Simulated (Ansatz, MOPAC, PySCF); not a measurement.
Molecule: dilithium, Li2, charge 0, multiplicity 1. SMILES: [Li][Li]
Coordinates optimised at B3LYP-D3(BJ)/def2-TZVP (Ansatz, a first-principles code):
```xyz
2

Li     0.0000     0.0000    -1.3610
Li     0.0000     0.0000     1.3610
```

Unscaled harmonic wavenumbers (cm⁻¹) in rising order, each level at the stationary point that it reaches from this structure (no distance between atoms moves by over 0.3 Å); the order of modes can differ between levels, and a negative number is imaginary. B3LYP-D3(BJ)/def2-TZVP (PySCF, at the structure above): 324.

PM3 (MOPAC): 289. Zero-point energy 0.4 against 0.5 kcal/mol.

HF/3-21G (Ansatz): 342. Zero-point energy 0.5 against 0.5 kcal/mol.

HF/6-31G* (Ansatz): 342. Zero-point energy 0.5 against 0.5 kcal/mol.

B3LYP/6-31G* (Ansatz): 344. Zero-point energy 0.5 against 0.5 kcal/mol.
